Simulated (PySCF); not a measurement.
Phosphorus: a sound run and one with changed settings

Sound run: P [Ne] 3s2 3p3, P⁺ [Ne] 3s2 3p2. Calculation: PySCF 2.14, in x2c-TZVPall; the spin-free X2C one-electron Hamiltonian (Gaussian nucleus). In the sound run the correlated levels freeze [Ne]. The sound run starts from symmetry-adapted Hartree-Fock orbitals and uses a fine grid where one is needed.

A second run was set up differently.

```json
{"species": "P", "method": "UHF", "sound run (hartree)": "-341.52608", "changed run (hartree)": "-341.52608", "converged": "yes"}
{"species": "P", "method": "M06-L", "sound run (hartree)": "-342.07020", "changed run (hartree)": "-342.07020", "converged": "yes"}
{"species": "P", "method": "PBE0", "sound run (hartree)": "-341.95781", "changed run (hartree)": "-341.95781", "converged": "yes"}
{"species": "P", "method": "MP2", "sound run (hartree)": "-341.60727", "changed run (hartree)": "-341.55381", "converged": "yes"}
{"species": "P", "method": "CCSD(T)", "sound run (hartree)": "-341.62933", "changed run (hartree)": "-341.62933", "converged": "yes"}
{"species": "P⁺", "method": "UHF", "sound run (hartree)": "-341.16228", "changed run (hartree)": "-341.16228", "converged": "yes"}
{"species": "P⁺", "method": "M06-L", "sound run (hartree)": "-341.68292", "changed run (hartree)": "-341.68292", "converged": "yes"}
{"species": "P⁺", "method": "PBE0", "sound run (hartree)": "-341.57142", "changed run (hartree)": "-341.57142", "converged": "yes"}
{"species": "P⁺", "method": "MP2", "sound run (hartree)": "-341.22274", "changed run (hartree)": "-341.18334", "converged": "yes"}
{"species": "P⁺", "method": "CCSD(T)", "sound run (hartree)": "-341.24555", "changed run (hartree)": "-341.24555", "converged": "yes"}
```

Ionisation energy of P:

| method | sound run (eV) | changed run (eV) |
| --- | --- | --- |
| UHF | 9.900 | 9.900 |
| M06-L | 10.538 | 10.538 |
| PBE0 | 10.514 | 10.514 |
| MP2 | 10.463 | 10.081 |
| SCS-MP2 | 10.292 | 10.024 |
| CCSD | 10.402 | 10.402 |
| CCSD(T) | 10.443 | 10.443 |

What was changed?
A. angular grid far too coarse
B. too few SCF iterations
C. all electrons correlated in a valence basis
D. level shift left on

D. It used initial guess minao, at most 50 SCF cycles, level shift 2.0 hartree. A level shift leaves the converged SCF energy unchanged but raises the virtual orbital energies, which shrinks MP2 if it is not removed.
